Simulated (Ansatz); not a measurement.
Lattice parameter a of some III–V compounds

Method: PBE (PAW; Ansatz, an electronic-structure program). References are measured values corrected to a static lattice or taken at low temperature (these still hold zero-point motion). The table is a random draw of 8 from 10 solids with such references.

Values in Å.

| solid | reference | PBE | error (%) |
|---|---|---|---|
| wurtzite AlN | 3.111¶ | 3.130 | +0.61 |
| zinc-blende InP | 5.858* | 5.959 | +1.72 |
| zinc-blende AlP | 5.451* | 5.508 | +1.05 |
| cubic BN | 3.593* | 3.625 | +0.89 |
| zinc-blende InSb | 6.468* | 6.635 | +2.58 |
| zinc-blende GaAs | 5.64* | 5.745 | +1.86 |
| zinc-blende BP | 4.525* | 4.548 | +0.51 |
| zinc-blende InAs | 6.047* | ? | ? |

Question: Estimate the withheld PBE value.

Answer: The errors of the other rows run from +0.51 % to +2.58 %, with a median of +1.05 %; carried to the reference 6.047 it gives 6.110 Å. The run gives 6.186 Å (+2.30 %), +1.24 % from the estimate; the row was drawn at random, and such an estimate is rough. Over these 8 solids the mean error is +1.44 %, the mean absolute error 1.44 % (median 1.38 %), and the worst case zinc-blende InSb at +2.58 %; the value is too high in 8 of 8 cases. Over all 10, from unrounded values, the mean error is +1.42 % and the mean absolute error 1.42 % (median 1.32 %).

A star marks references brought to a static lattice; the others are low-temperature values that still hold zero-point motion, which matters most for light elements.

Spin–orbit coupling is left out, also for the solids with elements from indium on (zinc-blende InP, zinc-blende InSb, zinc-blende InAs); its size isn't shown.

¶ marks references of a special kind: wurtzite AlN, 3.111 Å (measured, low temperature, extrapolated to low temperature; as tabulated in arXiv:1206.3780).

Differences are worked out from the printed values.

Caveats: the gap of the solid is closed in this run (zinc-blende InSb, zinc-blende InAs). Ansatz's density-functional and Hartree–Fock values are scalar-relativistic unless marked +SOC, with PAW data made under PBE.

Not in this set, of the III–V compounds with a reference value in our tables and a result at some level: 4 for a reference at room or unstated temperature; 1 for a high-temperature or high-pressure phase. These can be a level's best or worst cases. At least 3 more with a reference value are held back for tests. Solids without a released value at any level aren't counted. Layered and molecular crystals are counted apart.

References as tabulated in Mejia-Rodriguez and Trickey (2018), arXiv:1807.09216; arXiv:1206.3780; Goldzak et al. (2022), arXiv:2208.04865.
